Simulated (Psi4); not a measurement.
# [BH4]− (SMILES [H][B-]([H])([H])[H]): a chain of runs

We compute a structure relaxation (r2SCAN-3c/def2-mTZVPP), then vibrational wavenumbers, then the energy (FNO-CCSD(T)/cc-pVTZ) of [BH4]−. 

The results are computed with Psi4 1.11.

## Step 1: The system as given

[BH4]− has 5 atoms, charge -1, and is taken as a singlet. As SMILES, `[H][B-]([H])([H])[H]`. The coordinates come from a GFN2-xTB (4 decimals) relaxation. The run starts from this shape.

Bond lengths: B1–H2 1.229 Å, B1–H3 1.229 Å, B1–H4 1.229 Å, B1–H5 1.229 Å. Angles: H2–B1–H3 109.5°, H2–B1–H4 109.5°, H2–B1–H5 109.5°, H3–B1–H4 109.5°, H3–B1–H5 109.5°, H4–B1–H5 109.5°.

## Step 2: A structure relaxation at r2SCAN-3c/def2-mTZVPP (density fitting) (run 1)

bh4.sdf

```

     RDKit          3D

  5  4  0  0  0  0  0  0  0  0999 V2000
    0.0000   -0.0002   -0.0001 B   0  0  0  0  0  0  0  0  0  0  0  0
    0.0119   -0.0206    1.2291 H   0  0  0  0  0  0  0  0  0  0  0  0
    1.1546    0.0118   -0.4208 H   0  0  0  0  0  0  0  0  0  0  0  0
   -0.5876    1.0078   -0.3876 H   0  0  0  0  0  0  0  0  0  0  0  0
   -0.5789   -0.9989   -0.4207 H   0  0  0  0  0  0  0  0  0  0  0  0
  2  1  1  0
  3  1  1  0
  4  1  1  0
  5  1  1  0
M  CHG  1   1  -1
M  END
$$$$
```

job.py

```python
import psi4
from rdkit import Chem

psi4.set_memory(1600000000)
psi4.set_num_threads(1)
psi4.set_output_file('output.dat', False)

rd = Chem.SDMolSupplier('bh4.sdf', removeHs=False, sanitize=False)[0]
xyz = rd.GetConformer().GetPositions()
atoms = '\n'.join(f'{a.GetSymbol()} {x:.4f} {y:.4f} {z:.4f}' for a, (x, y, z) in zip(rd.GetAtoms(), xyz))
mol = psi4.geometry('-1 1\n' + atoms + '\nsymmetry c1')

psi4.set_options({
    'geom_maxiter': 60,
})

e_tot, wfn = psi4.optimize("r2scan-3c", return_wfn=True)
print('E =', round(e_tot, 9))
print(mol.to_string(dtype='xyz', units='Angstrom'))
```

Launch:

```console
$ python job.py
```

output.dat:

```text
[...]
  Running in c1 symmetry.
[...]
  Nuclear repulsion =   10.192798292598278
[...]
  Multiplicity = 1
[...]
  Nalpha       = 5
  Nbeta        = 5
[...]
    Number of basis functions: 39
[...]
   @DF-RKS iter   1:   -26.95223459637905   -2.90256e-01   1.58876e-02 ADIIS/DIIS
[...]
   @DF-RKS iter   6:   -27.22973728621236   -2.66454e-13   5.38761e-10 DIIS
[...]
  @DF-RKS Final Energy:   -27.22973728621236
   => Energetics <=
    Nuclear Repulsion Energy =             10.1307334754257461
    One-Electron Energy =                 -57.7351243439993596
    Two-Electron Energy =                  26.0561192891767490
    DFT Exchange-Correlation Energy =      -5.6856952123154683
    Empirical Dispersion Energy =           0.0042295054999788
    VV10 Nonlocal Energy =                  0.0000000000000000
    Total Energy =                        -27.2297372862123588
[...]
 Multipole Moments:
 ------------------------------------------------------------------------------------
     Multipole            Electronic (a.u.)      Nuclear  (a.u.)        Total (a.u.)
 ------------------------------------------------------------------------------------
 L = 1.  Multiply by 2.5417464519 to convert [e a0] to [Debye]
 Dipole X            :         -0.0000367            0.0000224           -0.0000143
 Dipole Y            :         -0.0001981            0.0001610           -0.0000371
 Dipole Z            :         -0.0000408            0.0000282           -0.0000126
 Magnitude           :                                                    0.0000417
[...]
  -Total Gradient:
     Atom            X                  Y                   Z
    ------   -----------------  -----------------  -----------------
       1       -0.000003157558    -0.000018247609    -0.000007090162
       2       -0.000001160924     0.000004841238    -0.000002496167
       3       -0.000004869615     0.000004727463     0.000001684238
       4        0.000003450091    -0.000001047350    -0.000000533673
       5        0.000004208373     0.000008838881     0.000003860150
[...]
    Final optimized geometry and variables:
    Molecular point group: c1
    Full point group: C1
    Geometry (in Angstrom), charge = -1, multiplicity = 1:
    B           -0.000002001049    -0.000014383828    -0.000002520704
    H            0.011954635584    -0.020495666111     1.236399680994
    H            1.161847216446     0.011995477606    -0.423309939381
    H           -0.591109168536     1.013880202073    -0.389706763849
    H           -0.582670824382    -1.005222887132    -0.423355442029
[...]
```

Standard output:

```text
Optimizer: Optimization complete!
E = -27.229737286
5
-1 1 BH4
B                    -0.000002001049    -0.000014383828    -0.000002520704
H                     0.011954635584    -0.020495666111     1.236399680994
H                     1.161847216446     0.011995477606    -0.423309939381
H                    -0.591109168536     1.013880202073    -0.389706763849
H                    -0.582670824382    -1.005222887132    -0.423355442029
```

It took 10 s on 1 thread of Intel Xeon 6975P-C (Granite Rapids), shared host; peak memory 0.58 GiB.

Step by step:

| step | energy from the first frame kept (eV) | largest force (eV/Å) |
| --- | --- | --- |
| 0 | 0.0000 | 0.1584 |
| 1 | -0.0022 | 0.0166 |
| 2 | -0.0023 | 0.0010 |

After the run. Bond lengths: B1–H2 1.237 Å, B1–H3 1.237 Å, B1–H4 1.237 Å, B1–H5 1.237 Å. Angles: H2–B1–H3 109.5°, H2–B1–H4 109.5°, H2–B1–H5 109.5°, H3–B1–H4 109.5°, H3–B1–H5 109.5°, H4–B1–H5 109.5°.

## Step 3: The harmonic vibrations at r2SCAN-3c/def2-mTZVPP (density fitting) (run 2)

calc.py

```python
import psi4

psi4.set_memory(1600000000)
psi4.set_num_threads(1)
psi4.set_output_file('run.log', False)

molecule = psi4.geometry("""
-1 1
B     -0.000002    -0.000154    -0.000056
H      0.011955    -0.020635     1.236346
H      1.161847     0.011856    -0.423363
H     -0.591109     1.013741    -0.389760
H     -0.582671    -1.005363    -0.423409
units angstrom
symmetry c1
""")

psi4.set_options({
    't': 298.15,
    'rotational_symmetry_number': 12,
})

e, wfn = psi4.frequencies('R2SCAN-3C', return_wfn=True)
print('E =', round(e, 9))
print('wavenumbers / cm^-1:', wfn.frequencies().np.round(1))
```

Launch:

```console
$ python calc.py
```

run.log:

```text
[...]
  Running in c1 symmetry.
[...]
  Nuclear repulsion =   10.130733122397224
[...]
  Multiplicity = 1
[...]
  Nalpha       = 5
  Nbeta        = 5
[...]
    Number of basis functions: 39
[...]
   @DF-RKS iter   1:   -26.95533847961998   -2.97984e-01   1.57735e-02 DIIS/ADIIS
[...]
   @DF-RKS iter   9:   -27.22973828059181   -4.33431e-13   3.67729e-10 DIIS
[...]
    Orbital Energies [Eh]
    ---------------------
    Doubly Occupied:
       1A     -6.310893     2A     -0.221194     3A     -0.029848
       4A     -0.029697     5A     -0.029552
[...]
  @DF-RKS Final Energy:   -27.22973828059181
   => Energetics <=
    Nuclear Repulsion Energy =             10.1306255113790922
    One-Electron Energy =                 -57.7349020122055379
    Two-Electron Energy =                  26.0559935905497468
    DFT Exchange-Correlation Energy =      -5.6856848551775565
    Empirical Dispersion Energy =           0.0042294848624452
    VV10 Nonlocal Energy =                  0.0000000000000000
    Total Energy =                        -27.2297382805918069
[...]
  -Total Gradient:
     Atom            X                  Y                   Z
    ------   -----------------  -----------------  -----------------
       1        0.000003327795     0.000238945637     0.000004168333
       2       -0.000000457499     0.000123451823     0.000000913565
       3       -0.000004738017    -0.000037508840     0.000002309909
       4        0.000074935613    -0.000159097287     0.000145503075
       5       -0.000071773199    -0.000164516903    -0.000152046217
[...]
  ==> Harmonic Vibrational Analysis <==
[...]
  Freq [cm^-1]                1080.3330           1080.5208           1081.2119
[...]
  IR activ [km/mol]             8.6191              8.6029              8.6877
[...]
  Freq [cm^-1]                1211.7613           1214.2032           2291.1146
[...]
  IR activ [km/mol]             0.0009              0.0005              0.8112
[...]
  Freq [cm^-1]                2292.3914           2292.4870           2292.8549
[...]
  IR activ [km/mol]            384.4001            383.9829            384.2446
[...]
  Total E_0, Enthalpy at 0 [K]                                                          -27.19593641 [Eh]
[...]
  Total H, Enthalpy at  298.15 [K]                                                      -27.19204649 [Eh]
[...]
  Total G, Gibbs energy at  298.15 [K]                                                  -27.21353454 [Eh]
[...]
```

Standard output:

```text
E = -27.229737304
wavenumbers / cm^-1: [1080.3 1080.5 1081.2 1211.8 1214.2 2291.1 2292.4 2292.5 2292.9]
```

Run time: 78 s. Hardware: 1 thread of Intel Xeon 6975P-C (Granite Rapids), shared host; peak memory 0.54 GiB.

## Step 4: A single-point energy at FNO-CCSD(T)/cc-pVTZ (run 3)

input.dat

```
memory 1.6 GB

molecule m {
  -1 1
  B     -0.000002    -0.000154    -0.000056
  H      0.011955    -0.020635     1.236346
  H      1.161847     0.011856    -0.423363
  H     -0.591109     1.013741    -0.389760
  H     -0.582671    -1.005363    -0.423409
  symmetry c1
}

set globals {
  basis cc-pVTZ
  scf_type pk
  freeze_core true
}

energy('fno-ccsd(t)')
```

Launch:

```console
$ psi4 -n 1 input.dat output.dat
```

output.dat:

```text
[...]
  Running in c1 symmetry.
[...]
  Nuclear repulsion =   10.130733173064009
[...]
  Multiplicity = 1
[...]
  Nalpha       = 5
  Nbeta        = 5
[...]
    Number of basis functions: 86
[...]
   @RHF iter   1:   -26.90095866950712   -6.09737e-01   3.87763e-03 ADIIS/DIIS
[...]
   @RHF iter   8:   -26.98628458484634   -3.59535e-12   1.28912e-09 DIIS
[...]
    Orbital Energies [Eh]
    ---------------------
    Doubly Occupied:
       1A     -7.286165     2A     -0.448100     3A     -0.187839
       4A     -0.187823     5A     -0.187815
[...]
  @RHF Final Energy:   -26.98628458484634
   => Energetics <=
    Nuclear Repulsion Energy =             10.1307331730640087
    One-Electron Energy =                 -57.6385506758317376
    Two-Electron Energy =                  20.5215329179213910
    Total Energy =                        -26.9862845848463380
[...]
 Multipole Moments:
 ------------------------------------------------------------------------------------
     Multipole            Electronic (a.u.)      Nuclear  (a.u.)        Total (a.u.)
 ------------------------------------------------------------------------------------
 L = 1.  Multiply by 2.5417464519 to convert [e a0] to [Debye]
 Dipole X            :         -0.0000329            0.0000225           -0.0000104
 Dipole Y            :         -0.0002412            0.0001613           -0.0000799
 Dipole Z            :         -0.0000514            0.0000285           -0.0000229
 Magnitude           :                                                    0.0000838
[...]
      * MP2 total energy:                    -27.152078568207
[...]
      * MP2 total energy:                    -27.152078568207
[...]
      * MP3 total energy:                    -27.173695161817
[...]
      * CCSD total energy:                   -27.176732778789
[...]
      * CCSD(T) total energy                 -27.182142917135
[...]
```

Run time: 7.8 s. Hardware: 1 thread of Intel Xeon 6975P-C (Granite Rapids), shared host; peak memory 0.6 GiB.

## Step 5: Outcome

| quantity | value |
| --- | --- |
| run 1, r2SCAN-3c/def2-mTZVPP: total energy at the end | -27.22974 Eh |
| run 1, r2SCAN-3c/def2-mTZVPP: HOMO energy | -0.81 eV |
| run 1, r2SCAN-3c/def2-mTZVPP: LUMO energy | 7.33 eV |
| run 1, r2SCAN-3c/def2-mTZVPP: HOMO–LUMO gap (to an unbound level, set by the basis) | 8.14 eV |
| run 2, r2SCAN-3c/def2-mTZVPP: lowest harmonic wavenumber | 1080 cm⁻¹ |
| run 2, r2SCAN-3c/def2-mTZVPP: highest harmonic wavenumber | 2293 cm⁻¹ |
| run 2, r2SCAN-3c/def2-mTZVPP: zero-point energy | 88.7 kJ/mol |
| run 2, r2SCAN-3c/def2-mTZVPP: ideal-gas entropy at 298.15 K (symmetry number 12 as used) | 45.2 cal/(mol K) |
| run 3, FNO-CCSD(T)/cc-pVTZ: total energy | -27.18214 Eh |
| run 3, FNO-CCSD(T)/cc-pVTZ: HOMO energy (Hartree–Fock orbitals) | -5.11 eV |
| run 3, FNO-CCSD(T)/cc-pVTZ: LUMO energy (Hartree–Fock orbitals) | 10.81 eV |
| run 3, FNO-CCSD(T)/cc-pVTZ: HOMO–LUMO gap (to an unbound level, set by the basis) | 15.93 eV |
| run 3, FNO-CCSD(T)/cc-pVTZ: correlation energy (1 core orbital frozen) | -195.9 mEh |
| run 3, FNO-CCSD(T)/cc-pVTZ: (T) correction | -5.41 mEh |
| run 3, FNO-CCSD(T)/cc-pVTZ: T1 diagnostic | 0.010 |

In words: The optimisation (run 1, r2SCAN-3c/def2-mTZVPP) took 3 steps and changed the energy by -0.002 eV. All 9 modes (run 2, r2SCAN-3c/def2-mTZVPP) are real, so the shape is a minimum at this level. The triples (run 3, FNO-CCSD(T)/cc-pVTZ) make up 2.8 % of the correlation energy.
